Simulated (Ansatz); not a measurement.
Results of PBE0 (Ansatz, a first-principles code, plane waves, PAW) for SbSI (Pnma, No. 62).

Settings: plane-wave cutoff 500 eV, 4×6×2 k mesh (along the axes of the cell as run), gaussian smearing 0.02 eV, scalar-relativistic PAW data made under PBE.

Cell (relaxed with PBEsol):

ISSb is taken in the orthorhombic space group Pnma (No. 62), Pearson symbol oP12. Cell: a = 8.456 Å, b = 4.035 Å, c = 10.192 Å, α = β = γ = 90.00°. Sb on 4c is surrounded by 1 S at 2.497 Å and 2 S at 2.675 Å and 2 I at 3.105 Å (square pyramidal). S on 4c sees 1 Sb at 2.497 Å and 2 Sb at 2.675 Å (trigonal pyramidal). I on 4c is coordinated by 2 Sb at 3.105 Å (bent). (Neighbours: up to the widest gap in distance over summed covalent radii, below 1.35, at either atom.)

**Question.** Estimate the band gap that the calculation returns.

**Answer.** 
- band gap: 2.89 eV (on the SCF k mesh)

Measured, for comparison: band gap 1.88 eV (temperature not stated, not corrected to a static lattice, indirect; as tabulated in Butler et al. (2014), arXiv:1412.6929).

Note: the cell comes from a level without a dispersion term, which matters for the spacing of layers, chains or molecules; cell and atoms aren't relaxed at this level (pressure 0.9 GPa).

Spin–orbit coupling is not included.

Computed values are for the static lattice.
